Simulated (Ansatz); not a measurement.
**SiH3 (doublet): the correlation ladder at distance H1–H2 along a hydrogen transfer = 0.745 Å, cc-pVTZ**

One table from this session's results is given with a row withheld; the runs are named, their logs left out.

Program: Ansatz 0.2.0, Gaussian basis. Level of theory: cc-pVTZ, core rule «outside noble gas», up to 5 orbitals frozen. These are calculated values, not measurements.

The runs, in order: UHF; CCSD(T) on ROHF; CCSD(T) on UHF; BCCD(T) on ROHF; CCSDT(Q) on ROHF; CCSDT(Q) on UHF; CASSCF and NEVPT2, 3 electrons in 3 orbitals; CASSCF and NEVPT2, 7 electrons in 7 orbitals.

6 further runs of the same task are left out: 1 for a mislabelled method, 3 that didn't finish, 2 set aside as unsound or not needed.

## The geometry

The geometry derives from fragments relaxed apart (PBE0/def2-TZVP) and kept rigid, so it is no stationary point. A hydrogen atom is moved between rigid fragments.

4 atoms, charge 0, spin multiplicity 2.

Atoms are counted from 1 here; the program's logs count them from 0.

Bond lengths: H1–H2 0.745 Å, Si3–H4 1.532 Å.

The first run:

Contents of in.yaml:

```yaml
crystal:
  periodic: [false, false, false]
  atoms:
    - {symbol: H, position_ang: [-2.648061, 0.047936, 0.000000]}
    - {symbol: H, position_ang: [-1.903061, 0.047936, 0.000000]}
    - {symbol: Si, position_ang: [0.143939, 0.047936, 0.000000]}
    - {symbol: H, position_ang: [0.540373, -1.431577, 0.000000]}
basis:
  gaussian: {orbitals: cc-pVTZ}
magnetization: {spin_polarized: true, initial_magnetization: 1}
hamiltonian: {xc: hf}
output: {orbitals: {seedname: orbitals}}
```

On the command line:

```console
$ ansatz run in.yaml --threads 1 --pin off --events-out ev --progress --plain --max-ram 2393MiB
```

Steps of the session up to this table: UHF; CCSD(T) on ROHF; CCSD(T) on UHF; BCCD(T) on ROHF; CCSDT(Q) on ROHF; CCSDT(Q) on UHF; CASSCF and NEVPT2, 3 electrons in 3 orbitals; CASSCF and NEVPT2, 7 electrons in 7 orbitals.

One of the session's tables, all rows but one given; the rest of the session is left out.

| method | from UCCSDT(Q) (kJ/mol) |
| --- | --- |
| ROHF | +416.6 |
| UHF | ? |
| RMP2 | +91.4 |
| UMP2 | +95.4 |
| RCCSD | +13.4 |
| UCCSD | +12.9 |
| RCCSD(T) | +2.8 |
| UCCSD(T) | +2.7 |
| BCCD(T) | +2.8 |
| RCCSDT | +0.4 |
| UCCSDT | +0.3 |
| RCCSDT(Q) | +0.1 |
| UCCSDT(Q) | 0 |
| CASSCF valence | +277.7 |
| NEVPT2 valence | +84.0 |

Q: Estimate the row for UHF from the others.

**Answer.** from UCCSDT(Q) (kJ/mol): +403.1. In the column «from UCCSDT(Q) (kJ/mol)» it lies between CASSCF valence (+277.7) and ROHF (+416.6).

Left out of the table: CASSCF pair, NEVPT2 pair (the active space lost an orbital or holds another state than full CI finds).

Limits of these values: Restricted and unrestricted rows rest on different reference determinants; where their highest levels disagree by more than a few hundredths of an eV, they describe different states and don't form one ladder. Warnings in the runs' records: passed over end.
